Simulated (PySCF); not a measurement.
## An isoelectronic set: 22 electrons

CCSD(T) in PySCF with def2-TZVPPD on every atom, for the lowest determinant that a PBE0 search found; no spin–orbit coupling. All have 22 electrons, 10 of them in the valence shells, and the same state, a singlet (closed shell). For ions De leads to the atom and ion picked by measured ionisation energies and electron affinities.

```csv
species,difference of nuclear charges,Re (Å),ωe (cm⁻¹),k (mdyn/Å),De (eV),dissociates to
AlO⁻,5,1.653,949,5.33,n/a,Al + O⁻
SiN⁻,7,1.603,1127,6.98,n/a,Si⁻ + N
AlF,4,1.669,785,4.04,6.85,Al + F
SiO,6,1.523,1221,8.94,7.97,Si + O
PN,8,1.502,1323,9.95,5.87,P + N
BCl,12,1.726,836,3.45,5.16,B + Cl
SiF⁺,5,1.539,1039,7.20,6.72,Si⁺ + F
PO⁺,7,1.437,1391,12.0,7.97,P⁺ + O
```

Question: Which member of the whole set has the stiffest bond, and how does it compare with the softest?

Answer: PO⁺ with k = 12.0 mdyn/Å, 3.5 times that of BCl.

Correlated steps freeze 6 core orbitals. For an ion De counts to the pair picked by the measured ionisation energies or electron affinities, which need not be the lowest pair at this level. Where the molecule has an RHF reference, its open-shell atoms are computed with UHF. The CCSD T1 diagnostic is raised in AlO⁻, PO⁺, SiN⁻, SiO, a sign that a single reference may not be enough there.
